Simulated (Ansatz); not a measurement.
# BH4+ (singlet): from Hartree-Fock to the top rungs at scale of all distances = 0.872, cc-pVDZ

One table from this session's results is given with a row withheld; the runs are named, their logs left out.

Computed with Ansatz 0.2.0, Gaussian basis. Level: cc-pVDZ, core rule «outside noble gas», up to 1 orbitals frozen.

The runs, in order: UHF; CCSD(T) on RHF; BCCD(T) on RHF; CISD; CCSDT(Q) on RHF; CASSCF and MRCISD+Q, 2 electrons in 2 orbitals; CASSCF and NEVPT2, 2 electrons in 2 orbitals; CASSCF and MRCISD+Q, 6 electrons in 8 orbitals; CASSCF and NEVPT2, 6 electrons in 8 orbitals; Full CI.

13 further runs of the same task are left out: 7 that didn't finish, 6 set aside as unsound or not needed.

## What is computed

The geometry derives from a PBE0/def2-TZVP stationary point (not a proven minimum). All distances are scaled together.

5 atoms, charge 1, spin multiplicity 1.

Atoms are counted from 1 here; the program's logs count them from 0.

Bond lengths: B1–H2 1.055 Å, B1–H3 1.055 Å, B1–H4 1.055 Å, B1–H5 1.055 Å. Angles: H2–B1–H3 90.0°, H2–B1–H4 90.0°, H2–B1–H5 180.0°, H3–B1–H4 180.0°, H3–B1–H5 90.0°, H4–B1–H5 90.0°.

The first run:

in.yaml reads:

```yaml
crystal:
  periodic: [false, false, false]
  atoms:
    - {symbol: B, position_ang: [0.000000, 0.000000, 0.000000]}
    - {symbol: H, position_ang: [-0.013588, 0.751164, 0.741054]}
    - {symbol: H, position_ang: [-0.018594, -0.741171, 0.750941]}
    - {symbol: H, position_ang: [0.018594, 0.741171, -0.750941]}
    - {symbol: H, position_ang: [0.013588, -0.751164, -0.741054]}
basis:
  gaussian: {orbitals: cc-pVDZ}
total_charge: 1
magnetization: {spin_polarized: true, initial_magnetization: 0}
hamiltonian: {xc: hf}
output: {orbitals: {seedname: orbitals}}
```

On the command line:

```sh
ansatz run in.yaml --threads 1 --pin off --events-out ev --progress --plain --max-ram 2393MiB
```

Steps of the session up to this table: UHF; CCSD(T) on RHF; BCCD(T) on RHF; CISD; CCSDT(Q) on RHF; CASSCF and MRCISD+Q, 2 electrons in 2 orbitals; CASSCF and NEVPT2, 2 electrons in 2 orbitals; CASSCF and MRCISD+Q, 6 electrons in 8 orbitals; CASSCF and NEVPT2, 6 electrons in 8 orbitals; Full CI.

One of the session's tables, all rows but one given; the rest of the session is left out.

```
          method  from FCI (kJ/mol)
             RHF             +335.5
            RMP2              +68.8
            CISD              +16.0
           RCCSD               +6.9
        RCCSD(T)               +1.4
         BCCD(T)               +1.4
          RCCSDT               +0.3
       RCCSDT(Q)               +0.1
     CASSCF pair             +291.8
     NEVPT2 pair              +64.8
     MRCISD pair              +12.0
   MRCISD+Q pair               -2.1
  CASSCF valence                  ?
  NEVPT2 valence              +40.5
  MRCISD valence               +4.5
MRCISD+Q valence               -0.5
             FCI                  0
```

Q: Estimate the row for CASSCF valence from the others.

The run gave: from FCI (kJ/mol): +177.3. In the column «from FCI (kJ/mol)» it lies between RMP2 (+68.8) and CASSCF pair (+291.8).

Limits of these values: MRCISD+Q pair, MRCISD+Q valence fall below full CI: the +Q correction isn't variational, and the cores differ from full CI's.
